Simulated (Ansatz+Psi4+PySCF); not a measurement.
The numbers below are computed, except where a source is named.
## Psi4 1.11 run

```
molecule {
2 3
O 0.000000 0.000000 0.000000
C 0.518300 -0.597600 0.902400
O 1.036600 -1.195100 1.804800
}

set basis cc-pVTZ
set reference rohf
set scf_type pk
energy('scf')
```

The input is written out from the run's settings.

Results

```json
{"Converged": "yes", "Total energy": "-186.32356 hartree", "Spin squared of the determinant": "2.000"}
```

This is not the lowest solution: another run reaches a determinant 1.58 eV lower. Caution: other spin multiplicities were not run; an unrestricted determinant lies well below.
